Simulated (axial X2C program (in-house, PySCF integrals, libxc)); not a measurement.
## SiCl⁻ at several levels of theory

Computed with an axial X2C code built on PySCF integrals. Spin-free means the one-electron spin-free X2C Hamiltonian; two-component (2c) means X2C with spin–orbit coupling and atomic mean-field two-electron Coulomb and Gaunt terms, so the difference of the two also holds small scalar two-electron terms. Basis: Cl dyall-av3z [9s8p3d2f], Si dyall-av3z [9s8p3d2f] (cores contracted in-house); Gaussian nuclei, density fitting, unrestricted open shells. Masses: Cl 34.969 u, Si 27.977 u.

State, spin-free: M_S = 1, Λ = 0 (beyond evenly filled blocks: π+α, π-α); electrons by block: σα: 9, σβ: 9, π+α: 4, π+β: 3, π-α: 4, π-β: 3. Fragments: Cl- + Si.

State, 2c: Ω = 1 (⟨Sz⟩ = 1.00, ⟨Lz⟩ = 0.00 at PBE0); electrons by block: 1/2: 12, -1/2: 13, 3/2: 4, -3/2: 3. Fragments: Cl- + Si.

```csv
Hamiltonian,level,Re (Å),ωe (cm⁻¹),ωexe (cm⁻¹),αe (cm⁻¹),De (eV),D0 (eV),k (mdyn/Å),μ (D)
spin-free,PBE0,2.243,369.4,2.27,0.00185,2.16,2.14,1.25,-2.79
spin-free,HF,2.289,334.8,2.75,0.00211,1.54,1.52,1.03,-2.21
spin-free,MP2,2.255,362.4,2.34,0.00188,1.96,1.94,1.2,n/a
spin-free,CCSD,2.267,355.0,2.43,0.00192,1.91,1.89,1.15,n/a
spin-free,CCSD(T),2.267,356.0,2.31,0.00187,1.95,1.93,1.16,n/a
spin-free,B3LYP,2.276,340.6,2.28,0.00193,1.91,1.89,1.06,-2.62
2c,PBE0,2.243,369.3,2.27,0.00185,2.16,2.14,1.25,-2.80
2c,HF,2.290,334.6,2.75,0.00211,1.54,1.52,1.03,-2.21
2c,MP2,2.256,362.3,2.34,0.00188,1.97,1.95,1.2,n/a
2c,CCSD,2.267,353.8,2.43,0.002,1.91,1.89,1.15,n/a
2c,CCSD(T),2.267,355.0,2.32,0.00193,1.96,1.93,1.15,n/a
2c,B3LYP,2.277,340.5,2.28,0.00193,1.91,1.89,1.06,-2.62
```

Correlated methods: 12 electrons correlated (number of frozen shells: Cl 2 s, 1 p; Si 2 s, 1 p), 198 virtual spin orbitals or spinors in MP2, 90 natural virtuals in coupled cluster.

Dipoles are positive if Si is the positive end and refer to the centre of mass.

The state is a single determinant with fixed occupations, the lowest that a limited PBE0 search found. De is counted from the lowest determinant-based energies of the atoms at the same level, without counterpoise correction. Density functionals use the spin component along the axis (collinear). CCSD and (T) use frozen natural virtuals with an MP2 correction for the truncation; (T) itself is uncorrected, so its De runs slightly low. The 2c atoms are single determinants rather than J levels; their spin–orbit lowering is only partly caught, and De is too large by that part. This holds for PBE0, MP2, CCSD, CCSD(T), B3LYP. Other states lie close and PBE0, whose exact exchange favours high spin, may order them wrongly; the determinant shown need not be the ground state. The nearest other spin-free determinant of the search, M_S = 0, Λ = 2, lies 0.74 eV up at the distance of the search. Without a current term, density functionals place determinants with orbital angular momentum somewhat too high. With several unpaired electrons one determinant need not be a pure state. Open-shell Ω = 0 determinants with evenly filled partner blocks cannot be reached by this program, so the Ω shown need not be the lowest component. This is the Ω = 1 component of a π² triplet; the 0⁺ component is not one determinant and can lie lowest. The highest occupied level of some functionals is positive through self-interaction error; at Hartree–Fock it is bound. Hartree–Fock gets electron affinities wrong, so its lowest charge split need not be the true one.

Rough cost a point (2c) on 1 thread(s) of a shared host, integrals apart: PBE0 0.3 s, HF 0.19 s, CCSD(T) 7 s, B3LYP 0.4 s.

The whole task took 2.6 min on 1 thread of Intel(R) Xeon(R) Processor @ 2.30GHz (shared host).
